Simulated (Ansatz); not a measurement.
Dissociation curves of NO (nitric oxide)

NO: 2 atoms, total charge 0, spin state doublet. As SMILES, `[N]=O`. The shape is that of a GFN2-xTB optimisation.

```xyz
2

N    -0.4902    0.1794   -0.2473
O     0.4902   -0.1794    0.2473
```

The N1–O2 distance is scanned; the parts on either side stay rigid. Basis STO-3G, 2 core orbitals frozen in the correlated methods; program Ansatz 0.2.0. FCI is exact within this basis and core. Energies in eV from each method's value at 1.155 Å; open shells run as named. The shape above is that at 1.155 Å.

```json
{"distance (Å)": "1.155", "UPBE": "0.00", "UMP2": "0.00", "UCCSD(T)": "0.00", "UCCSDT(Q)": "0.00", "FCI": "0.00"}
{"distance (Å)": "1.444", "UPBE": "0.51", "UMP2": "1.06", "UCCSD(T)": "0.45", "UCCSDT(Q)": "0.46", "FCI": "0.43"}
{"distance (Å)": "1.733", "UPBE": "3.20", "UMP2": "2.55", "UCCSD(T)": "2.59", "UCCSDT(Q)": "2.60", "FCI": "2.53"}
{"distance (Å)": "2.311", "UPBE": "5.87", "UMP2": "2.66", "UCCSD(T)": "3.61", "UCCSDT(Q)": "3.65", "FCI": "3.65"}
{"distance (Å)": "2.888", "UPBE": "6.32", "UMP2": "2.67", "UCCSD(T)": "3.70", "UCCSDT(Q)": "3.74", "FCI": "3.74"}
```

Departure from the FCI curve at its largest: UPBE +2.58 eV at 2.89 Å; UMP2 -1.07 eV at 2.89 Å; UCCSD(T) +0.06 eV at 1.73 Å; UCCSDT(Q) +0.07 eV at 1.73 Å. For the functionals part of the departure is owed to the small basis.
